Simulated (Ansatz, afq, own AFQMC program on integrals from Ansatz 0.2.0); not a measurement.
AFQMC on a folder of integrals that Ansatz 0.2.0 wrote.

```yaml
crystal:
  periodic: [false, false, false]
  atoms:
    - {symbol: P, position_ang: [0.000000, 0.000000, 0.000000]}
basis:
  gaussian: {orbitals: 6-31G}
magnetization: {spin_polarized: true, initial_magnetization: 3}
correlation: {method: ccsd_t, electrons: outside_noble_gas, hamiltonian_folder: ham}
```

```sh
$ ansatz run in.yaml --threads 1 --pin off --events-out ev --progress --plain --max-ram 16896MiB --backend cuda --devices 0, --max-vram 18GiB
```

Options of the walk:

```
--method phaseless --trial mp1 --walkers 160 --populations 1 --least-time 40 --time-step 0.005 --steps-per-block 5 --equilibration-blocks 400 --max-blocks 1600 --target-error 0.00054 --factor-cut 1e-06 --start determinant --seed 2528 --taylor-order 8
```

Times are imaginary, in 1/Eh. The walk had a cap of 60 s.

Output of the walk:

```
orbitals 8  electrons 4 1  factors 32 of 59
reference energy -340.68900835 Eh
CCSD correlation -0.01579813 Eh in 8 cycles, weight of the determinant in the CISD state 0.9882
energy of the start -340.700450 Eh
 block  time / (1/Eh)  mean weight  energy / Eh
     1     0.025  0.9999  -340.700575
     2     0.050  0.9999  -340.700705
     3     0.075  1.0000  -340.700857
     4     0.100  1.0001  -340.700950
     5     0.125  0.9997  -340.701101
     9     0.225  1.0001  -340.701560
   151     3.775  1.0001  -340.704403
   351     8.775  1.0001  -340.703928
   551    13.775  1.0000  -340.704443
   751    18.775  1.0001  -340.705095
   951    23.775  0.9999  -340.704883
  1101    27.525  0.9994  -340.706219
  1151    28.775  1.0003  -340.704826
  1351    33.775  0.9999  -340.704450
  1551    38.775  0.9999  -340.704983
  1751    43.775  0.9998  -340.705384
  1951    48.775  1.0000  -340.704746
blocks merged  error / Eh  count
     1  0.000012  1600
     2  0.000016  800
     4  0.000023  400
     8  0.000032  200
    16  0.000042  100
    32  0.000056  50
    64  0.000067  25
   128  0.000071  12
energy -340.704865 +/- 0.000067 Eh
(rows thinned)
```

The run passed its tests (sampling time, drift between the halves within three errors, error under three times the target), which doesn't prove that it has relaxed.

Against this walk (error 1.8 meV) on the same determinant: CCSD(T) 1.1 meV lower (within the noise), CCSDT(Q) 2.1 meV lower (within the noise), CCSDTQ 2.0 meV lower (within the noise), full CI 2.0 meV lower (within the noise), a separate phaseless walk with a CISD trial and standard settings 2.0 ± 1.8 meV lower (within the noise). The error is statistical and leaves out the bias of the constraint.

Cautions: constraint bias not in the error.

The walk took 53 s on 1 × NVIDIA H100 80GB HBM3 with 2 threads of AMD EPYC 7R13 Processor (Zen 3), on a shared host (the card was shared). The log's last line is the phaseless energy.

CCSDT and higher add their correlation energy to the determinant of the CCSD(T) run, since their own runs factorise the integrals more tightly (a shift of under 2 meV). A walk keeps the symmetry of its determinant, which the program's search chose and which needn't be the lowest solution, so a lower state of the same spin and another symmetry isn't excluded.
